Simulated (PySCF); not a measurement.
## Threshold energies of SiP in a plasma

PBE0 in PySCF with def2-TZVP on every atom, for the lowest determinant that a PBE0 search found; no spin–orbit coupling.

| species | state (unpaired electrons) | Re (Å) | ωe (cm⁻¹) | energy of the minimum from the neutral (eV) | De (eV) | dissociates to |
| --- | --- | --- | --- | --- | --- | --- |
| SiP | doublet (π ↑) | 2.070 | 641 | 0.00 | 3.69 | Si + P |
| SiP⁺ | triplet (π ↑↑) | 2.217 | 513 | 8.79 | 3.12 | Si⁺ + P |

**Question.** Work out the lowest energy to break SiP into atoms, from its vibrational ground state.

**Answer.** D0 = De − ωe/2 = 3.69 − 0.04 = 3.65 eV (PBE0/def2-TZVP).

**Question.** Work out the ionisation energy of the Si atom at this level and the threshold of dissociative ionisation.

**Answer.** IE(Si) = 8.79 + 3.12 − 3.69 = 8.22 eV, so Si⁺ + P + e⁻ appears at D0 + IE(Si) = 11.87 eV (PBE0/def2-TZVP). The measured IE(Si) is 8.152 eV (NIST ASD).

These are thermodynamic thresholds; the onsets seen under electron impact lie higher where the geometry changes, and cross-sections peak well above them.

For an ion De counts to the pair picked by the measured ionisation energies or electron affinities, which need not be the lowest pair at this level. States were picked by a PBE0 search and need not be the measured ground states.
